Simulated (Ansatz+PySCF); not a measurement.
Values are calculated unless marked as measured or tabulated.
## Ansatz (development build ahead of 0.2.0) run

```yaml
crystal:
  periodic: [false, false, false]
  atoms:
    - { symbol: C, position_ang: [0.01667, 0.0, 0.0] }
    - { symbol: C, position_ang: [1.1795, 0.0, 0.0] }
    - { symbol: H, position_ang: [-1.04152, 0.0, 0.0] }
basis:
  gaussian: { orbitals: cc-pVTZ }
magnetization:
  initial_magnetization: 1
hamiltonian:
  xc: hf
correlation:
  method: mp2
  frozen_orbitals: { C: 1, H: 0 }
output:
  forces: true
```

The input is written out in the form of the current development build from the run's settings. Correlation on restricted open-shell orbitals is semicanonical, with singles.

The run gave:

```json
{
 "Converged": "yes",
 "Reference energy": "-76.16264 hartree",
 "Correlation energy": "-0.27005 hartree",
 "Total energy": "-76.43269 hartree",
 "Spin squared of the determinant": "0.750",
 "Stability test": "minimum among restricted orbitals",
 "Occupied orbitals by symmetry in an Abelian subgroup (alpha; beta)": "5 A1 1 B1 1 B2; 4 A1 1 B1 1 B2"
}
```

Forces (eV/Å):
```csv
atom,Fx,Fy,Fz
C1,-5.605,0.000,0.000
C2,5.704,0.000,0.000
H3,-0.099,0.000,0.000
```

Caution: forces differ strongly between restricted and unrestricted references.
